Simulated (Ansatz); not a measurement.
## Molecular dynamics of CH$_{5}$O, charge +1

input.yaml

```yaml
crystal:
  periodic: [false, false, false]
  atoms:
    - { symbol: C, position_ang: [-0.32733, -0.460847, -0.340675] }
    - { symbol: O, position_ang: [0.325089, 0.49662, 0.671496] }
    - { symbol: H, position_ang: [-0.165836, -1.404284, 0.126035] }
    - { symbol: H, position_ang: [-1.337773, -0.09201, -0.381397] }
    - { symbol: H, position_ang: [0.2191, -0.346637, -1.332728] }
    - { symbol: H, position_ang: [-0.178759, 1.346426, 0.779192] }
    - { symbol: H, position_ang: [1.263737, 0.71791, 0.498704] }
total_charge: 1
basis:
  gaussian: { orbitals: "6-31G*" }
hamiltonian:
  xc: blyp
md:
  timestep: 1.0
  n_steps: 100
  ensemble: nvt_langevin
  temperature: 700.0
  initial_velocities: maxwell_boltzmann
  seed: 455421
  friction: 0.005
```

Command:

```bash
$ ansatz run input.yaml --threads 1 --pin off --max-ram 2048MiB --backend cpu --events-out ev --progress --plain --runs-dir out
```

It goes on from the last frame of an earlier run, with new velocities.

Output, in part (one step line in 2, the closing report, with atoms numbered from 0; the dipole of an ion depends on the origin):

```
md step     0: t =     0.00 fs  T =   600.0 K  F+E_penalty+E_count = -3155.57173849 eV  E_kin = 0.542892 eV  (21 SCF iters)
md step     2: t =     2.00 fs  T =   340.7 K  F+E_penalty+E_count = -3155.37946803 eV  E_kin = 0.308248 eV  (27 SCF iters)
md step     4: t =     4.00 fs  T =   280.0 K  F+E_penalty+E_count = -3155.34969405 eV  E_kin = 0.253369 eV  (26 SCF iters)
md step     6: t =     6.00 fs  T =   333.9 K  F+E_penalty+E_count = -3155.36636584 eV  E_kin = 0.302099 eV  (26 SCF iters)
md step     8: t =     8.00 fs  T =   221.9 K  F+E_penalty+E_count = -3155.29831831 eV  E_kin = 0.200769 eV  (26 SCF iters)
md step    10: t =    10.00 fs  T =   413.7 K  F+E_penalty+E_count = -3155.48420757 eV  E_kin = 0.374306 eV  (26 SCF iters)
md step    12: t =    12.00 fs  T =   304.8 K  F+E_penalty+E_count = -3155.37261026 eV  E_kin = 0.275755 eV  (27 SCF iters)
md step    14: t =    14.00 fs  T =   333.3 K  F+E_penalty+E_count = -3155.38329073 eV  E_kin = 0.301579 eV  (27 SCF iters)
md step    16: t =    16.00 fs  T =   378.1 K  F+E_penalty+E_count = -3155.39948344 eV  E_kin = 0.342124 eV  (24 SCF iters)
md step    18: t =    18.00 fs  T =   316.3 K  F+E_penalty+E_count = -3155.32493553 eV  E_kin = 0.286205 eV  (26 SCF iters)
md step    20: t =    20.00 fs  T =   413.9 K  F+E_penalty+E_count = -3155.36723143 eV  E_kin = 0.374495 eV  (26 SCF iters)
md step    22: t =    22.00 fs  T =   421.2 K  F+E_penalty+E_count = -3155.38420721 eV  E_kin = 0.381148 eV  (27 SCF iters)
md step    24: t =    24.00 fs  T =   349.5 K  F+E_penalty+E_count = -3155.31186629 eV  E_kin = 0.316219 eV  (27 SCF iters)
md step    26: t =    26.00 fs  T =   348.3 K  F+E_penalty+E_count = -3155.31206041 eV  E_kin = 0.315153 eV  (27 SCF iters)
md step    28: t =    28.00 fs  T =   449.6 K  F+E_penalty+E_count = -3155.39124698 eV  E_kin = 0.406785 eV  (27 SCF iters)
md step    30: t =    30.00 fs  T =   324.3 K  F+E_penalty+E_count = -3155.25774673 eV  E_kin = 0.293401 eV  (26 SCF iters)
md step    32: t =    32.00 fs  T =   409.6 K  F+E_penalty+E_count = -3155.36063773 eV  E_kin = 0.370652 eV  (26 SCF iters)
md step    34: t =    34.00 fs  T =   341.5 K  F+E_penalty+E_count = -3155.29506458 eV  E_kin = 0.308959 eV  (27 SCF iters)
md step    36: t =    36.00 fs  T =   281.2 K  F+E_penalty+E_count = -3155.24176651 eV  E_kin = 0.254394 eV  (26 SCF iters)
md step    38: t =    38.00 fs  T =   441.9 K  F+E_penalty+E_count = -3155.40844653 eV  E_kin = 0.399845 eV  (27 SCF iters)
md step    40: t =    40.00 fs  T =   357.8 K  F+E_penalty+E_count = -3155.33394514 eV  E_kin = 0.323734 eV  (25 SCF iters)
md step    42: t =    42.00 fs  T =   390.2 K  F+E_penalty+E_count = -3155.34639834 eV  E_kin = 0.353093 eV  (26 SCF iters)
md step    44: t =    44.00 fs  T =   387.5 K  F+E_penalty+E_count = -3155.28644415 eV  E_kin = 0.350608 eV  (26 SCF iters)
md step    46: t =    46.00 fs  T =   409.3 K  F+E_penalty+E_count = -3155.32580791 eV  E_kin = 0.370321 eV  (27 SCF iters)
md step    48: t =    48.00 fs  T =   414.4 K  F+E_penalty+E_count = -3155.30674739 eV  E_kin = 0.374959 eV  (27 SCF iters)
md step    50: t =    50.00 fs  T =   442.4 K  F+E_penalty+E_count = -3155.32977272 eV  E_kin = 0.400254 eV  (26 SCF iters)
md step    52: t =    52.00 fs  T =   513.7 K  F+E_penalty+E_count = -3155.41868883 eV  E_kin = 0.464821 eV  (26 SCF iters)
md step    54: t =    54.00 fs  T =   377.4 K  F+E_penalty+E_count = -3155.26569294 eV  E_kin = 0.341495 eV  (24 SCF iters)
md step    56: t =    56.00 fs  T =   512.8 K  F+E_penalty+E_count = -3155.39098081 eV  E_kin = 0.463960 eV  (27 SCF iters)
md step    58: t =    58.00 fs  T =   390.4 K  F+E_penalty+E_count = -3155.25213829 eV  E_kin = 0.353272 eV  (27 SCF iters)
md step    60: t =    60.00 fs  T =   496.4 K  F+E_penalty+E_count = -3155.30611521 eV  E_kin = 0.449123 eV  (27 SCF iters)
md step    62: t =    62.00 fs  T =   619.6 K  F+E_penalty+E_count = -3155.42295624 eV  E_kin = 0.560668 eV  (26 SCF iters)
md step    64: t =    64.00 fs  T =   418.8 K  F+E_penalty+E_count = -3155.21670592 eV  E_kin = 0.378910 eV  (25 SCF iters)
md step    66: t =    66.00 fs  T =   591.3 K  F+E_penalty+E_count = -3155.33675739 eV  E_kin = 0.535028 eV  (27 SCF iters)
md step    68: t =    68.00 fs  T =   551.6 K  F+E_penalty+E_count = -3155.27057982 eV  E_kin = 0.499069 eV  (27 SCF iters)
md step    70: t =    70.00 fs  T =   553.2 K  F+E_penalty+E_count = -3155.27027378 eV  E_kin = 0.500507 eV  (27 SCF iters)
md step    72: t =    72.00 fs  T =   692.1 K  F+E_penalty+E_count = -3155.41027009 eV  E_kin = 0.626271 eV  (24 SCF iters)
md step    74: t =    74.00 fs  T =   692.8 K  F+E_penalty+E_count = -3155.45029851 eV  E_kin = 0.626867 eV  (26 SCF iters)
md step    76: t =    76.00 fs  T =   639.5 K  F+E_penalty+E_count = -3155.36782803 eV  E_kin = 0.578639 eV  (26 SCF iters)
md step    78: t =    78.00 fs  T =   697.6 K  F+E_penalty+E_count = -3155.36426077 eV  E_kin = 0.631233 eV  (26 SCF iters)
md step    80: t =    80.00 fs  T =   620.1 K  F+E_penalty+E_count = -3155.26222591 eV  E_kin = 0.561105 eV  (26 SCF iters)
md step    82: t =    82.00 fs  T =   723.4 K  F+E_penalty+E_count = -3155.26898234 eV  E_kin = 0.654549 eV  (26 SCF iters)
md step    84: t =    84.00 fs  T =   972.4 K  F+E_penalty+E_count = -3155.48707965 eV  E_kin = 0.879871 eV  (26 SCF iters)
md step    86: t =    86.00 fs  T =   849.1 K  F+E_penalty+E_count = -3155.30359754 eV  E_kin = 0.768258 eV  (25 SCF iters)
md step    88: t =    88.00 fs  T =   889.4 K  F+E_penalty+E_count = -3155.38697630 eV  E_kin = 0.804736 eV  (26 SCF iters)
md step    90: t =    90.00 fs  T =   772.2 K  F+E_penalty+E_count = -3155.31081966 eV  E_kin = 0.698742 eV  (27 SCF iters)
md step    92: t =    92.00 fs  T =   752.8 K  F+E_penalty+E_count = -3155.26656246 eV  E_kin = 0.681134 eV  (27 SCF iters)
md step    94: t =    94.00 fs  T =  1033.1 K  F+E_penalty+E_count = -3155.50875662 eV  E_kin = 0.934725 eV  (26 SCF iters)
md step    96: t =    96.00 fs  T =   958.1 K  F+E_penalty+E_count = -3155.37511839 eV  E_kin = 0.866883 eV  (26 SCF iters)
md step    98: t =    98.00 fs  T =  1036.2 K  F+E_penalty+E_count = -3155.41268537 eV  E_kin = 0.937597 eV  (26 SCF iters)
md step   100: t =   100.00 fs  T =   774.1 K  F+E_penalty+E_count = -3155.23397531 eV  E_kin = 0.700398 eV  (24 SCF iters)
Total energy: -3155.23415657 eV, -115.9527165594 hartree
Atom 0 at    -0.660716    -0.677938    -0.232556 Å, force    -2.043414     0.718768    -0.203273 eV/Å
Atom 1 at     0.457136     0.448113    -0.093740 Å, force    -0.287707    -0.393793    -1.484964 eV/Å
Atom 2 at    -1.305674    -0.818838     0.733652 Å, force     2.109267     0.108368    -0.891888 eV/Å
Atom 3 at    -1.449871    -0.133203    -0.858071 Å, force     1.361889    -0.880910    -0.060652 eV/Å
Atom 4 at    -0.111931    -1.547407    -0.679537 Å, force    -0.842347     0.457901     0.448285 eV/Å
Atom 5 at     1.095614     0.437744    -0.918262 Å, force    -1.054366     0.000749     1.508480 eV/Å
Atom 6 at     0.963127     0.303888     0.723709 Å, force     0.756678    -0.011084     0.684012 eV/Å
Dipole moment:     0.377148    -0.073240     0.006287 e Å
```

The run went to its last step. A run of 0.1 ps of so small a system gives no equilibrium averages.

The same pairs are bonded in the first frame and the last. Pairs count as bonded within 1.25 times the sum of covalent radii (0.12 Å more for H–H).

Last frame:

```xyz
7
Properties=species:S:1:pos:R:3
C -0.661 -0.678 -0.233
O 0.457 0.448 -0.094
H -1.306 -0.819 0.734
H -1.450 -0.133 -0.858
H -0.112 -1.547 -0.679
H 1.096 0.438 -0.918
H 0.963 0.304 0.724
```

The run took 66 s on 1 thread of Arm Neoverse V2, with other jobs on the host, peak memory 0.078 GiB.
